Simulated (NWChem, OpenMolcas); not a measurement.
## How basis sets differ on C2HF2 (SMILES [CH]=C(F)F)

C2HF2: 5 atoms, total charge 0, spin state doublet. SMILES: `[CH]=C(F)F`. The coordinates come from a PBE0-D4/def2-TZVP relaxation.

```xyz
5

C    -0.0282    0.9127   -0.0149
C     0.1636   -0.3661    0.1246
F     1.0438   -0.9117    0.9325
F    -0.4926   -1.3132   -0.5203
H    -0.6366    1.6045   -0.5634
```

Each level gives the vertical ionisation energy (to the singlet cation) (eV). The values are calculated.

```json
{"level": "USVWN5/SBKJC-VDZ (core potential)", "kind": "LDA", "program": "NWChem", "value (eV)": "13.89", "CPU time (all runs)": "6.1 s"}
{"level": "USVWN5/jorge-DZP", "kind": "LDA", "program": "NWChem", "value (eV)": "13.50", "CPU time (all runs)": "14 s"}
{"level": "USVWN5/jorge-TZP", "kind": "LDA", "program": "NWChem", "value (eV)": "13.54", "CPU time (all runs)": "92 s"}
{"level": "USVWN5/MINI", "kind": "LDA", "program": "NWChem", "value (eV)": "12.92", "CPU time (all runs)": "4.4 s"}
{"level": "USVWN5/MIDI!", "kind": "LDA", "program": "NWChem", "value (eV)": "12.96", "CPU time (all runs)": "5.9 s"}
{"level": "USVWN5/DGauss-DZVP", "kind": "LDA", "program": "NWChem", "value (eV)": "13.61", "CPU time (all runs)": "12 s"}
{"level": "USVWN5/aug-cc-pVDZ", "kind": "LDA", "program": "OpenMolcas", "value (eV)": "11.22", "CPU time (all runs)": "89 s"}
```

The values span 11.22 to 13.89 eV. Times are those of the runs behind each value, whatever else they computed, on shared processors of several kinds: orders of magnitude only.
